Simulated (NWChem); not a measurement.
# allene (C3H4); SMILES C=C=C

Program: NWChem. Pople sets run with spherical d functions. Each level has its own optimisation; frequencies are unscaled.

For level Hartree-Fock/STO-3G:

* **highest harmonic frequency (cm⁻¹)**: 3778
* **lowest (cm⁻¹)**: 427
* **zero-point energy (kcal/mol)**: 40.8

### Question
Estimate the same quantities for level B3LYP/6-31G*.

### Answer
* **highest harmonic frequency (cm⁻¹)**: 3218
* **lowest (cm⁻¹)**: 386
* **zero-point energy (kcal/mol)**: 34.8
